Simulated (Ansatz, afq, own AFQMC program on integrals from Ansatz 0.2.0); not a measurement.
## SiH2, singlet in cc-pVDZ, levels against full CI

| atom | x (Å) | y (Å) | z (Å) |
| --- | --- | --- | --- |
| Si | 0.0000 | -0.0715 | 0.0000 |
| H | 0.0000 | 0.9958 | -1.0900 |
| H | 0.0000 | 0.9958 | 1.0900 |

Basis cc-pVDZ. Noble-gas cores (and the filled d shells of Ga–Kr and In–Xe) are frozen. Ansatz 0.2.0 and our own AFQMC program on the same integrals; the CISD trial comes from CCSD amplitudes, and released means the phaseless constraint is let go. Free projection: walkers drawn from exp(T), propagated without any constraint. Its projection time is finite, and what remains of the start isn't in its error. Error bars are statistical, one sigma.

Determinant: UHF, the one that the program's search chose, which needn't be the lowest solution. The geometry is a PBE0/def2-TZVP stationary point of this or a neighbouring charge and spin state.

Full CI on the same integrals is exact in this basis and with this determinant's frozen core.

Cautions: higher spins were not checked; an unrestricted solution with more broken spin lies lower (90 meV, ⟨S²⟩ 0.38), while this determinant keeps restricted orbitals.

```
T1 diagnostic                               : 0.0137
weight of the determinant in the CISD state : 0.911
⟨S²⟩ of the determinant                     : 0.000
size of the correlated space                : 6 electrons in 23 orbitals
```

```tsv
level	correlation energy (eV)
MP2	-2.4039
CCSD	-3.1795
CCSD(T)	-3.2406
```

Question: Estimate where phaseless AFQMC with a CISD trial lies against CCSD(T) on the same integrals.

Answer: 1.5 ± 0.3 kJ/mol below CCSD(T).

Reference: full CI, correlation energy -3.260 eV. The released energy is read at 2.40 1/Eh (meV from the phaseless value at times in 1/Eh: 2 ± 3 at 0.24, -2 ± 3 at 0.51, -4 ± 3 at 0.99, -3 ± 3 at 1.62, 1 ± 3 at 2.40).

```
         level  E − E(reference) (kJ/mol)  share of correlation (%)
       CCSD(T)                        1.9                     99.40
         CCSDT                        0.3                     99.90
      CCSDT(Q)                        0.1                     99.98
        CCSDTQ                        0.0                    100.00
 ph-AFQMC/CISD                  0.3 ± 0.3                     99.89
released AFQMC                  0.4 ± 0.3                     99.87
    free AFQMC                 -0.2 ± 0.4                    100.07
```

CCSDT and higher add their correlation energy to the determinant of the CCSD(T) run, since their own runs factorise the integrals more tightly (a shift of under 2 meV). Free projections are given only where their last times agree within the noise and don't stop above the reference; a slow remainder of the start can still hide under it. A walk keeps the symmetry of its determinant, which the program's search chose and which needn't be the lowest solution, so a lower state of the same spin and another symmetry isn't excluded. Released energies are given only where the last usable release times agree within the noise; a slower fall can still hide under it.
